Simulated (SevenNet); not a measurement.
2H MoS2

All values below come from the machine-learned potential SevenNet-l3i5 (trained on PBE and PBE+U data).

Cell: relaxed at this level.

```json
{
  "lattice_parameter_a": "3.189 Å",
  "c axis length": "14.661 Å",
  "elastic constant C11": "155 GPa",
  "elastic constant C13": "1.14 GPa",
  "elastic constant C33": "4.15 GPa",
  "elastic constant C44": "0.14 GPa"
}
```

Measured, for comparison: lattice constant a 3.16 Å, lattice parameter c 12.294 Å (300 K, not corrected to a static lattice; as tabulated in arXiv:1605.07067); elastic constant C11 238 GPa, elastic constant C33 52 GPa, elastic constant C44 19 GPa (temperature not stated, not corrected to a static lattice; as tabulated in Guerrero et al. (2021), arXiv:2010.02198); elastic constant C13 23 GPa (temperature not stated, not corrected to a static lattice; as tabulated in Ulian and Valdrè (2023), doi:10.1107/s1600576723002571). Computed (rounded) less measured: lattice constant a +0.9 %, lattice parameter c +19.3 %, elastic constant C11 -35 %, elastic constant C13 -95 %, elastic constant C33 -92 %, elastic constant C44 -99 %.

A machine-learned potential is trained on density-functional data: it inherits that level's misses and adds fitting errors of its own.

Note: the model's c/a of 4.60 is far from the 3.89 of the starting cell; this model's volume lies 21 % above that of the starting cell (a measured, published or database cell).

Elastic constants are with the ions relaxed.
